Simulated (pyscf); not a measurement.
Elementary routes open to H₃C–Si(Cl)(Cl)–Cl + H• in the gas phase (doublet surface):
A. H₃C–Si•(Cl)–Cl + HCl (Cl–Si broken; Cl–H formed)
B. •H₂C–Si(Cl)(Cl)–Cl + H₂ (C–H broken; H–H formed)

Single points on ωB97X-D3(BJ)/def2-SVP structures (PySCF, gas phase).

Task: Rank the routes by free-energy barrier at 1200 K, lowest first, for ωB97M-D3(BJ)/def2-TZVP energies (ideal gas, 1 atm, RRHO with modes under 100 cm⁻¹ raised to 100, one conformer, R ln 2 for chiral ones without a mode under 150 cm⁻¹).

Result: B (35.3 kcal/mol), A (46.0 kcal/mol)

Route B is the fastest of these, ahead of the next by 10.7 kcal/mol. The most stable products are those of B (ΔG = -10.7 kcal/mol), so kinetics and thermodynamics agree. At 298 K B is still the fastest. Only these routes are compared; each barrier is that of the saddle found, and lower ones may exist.
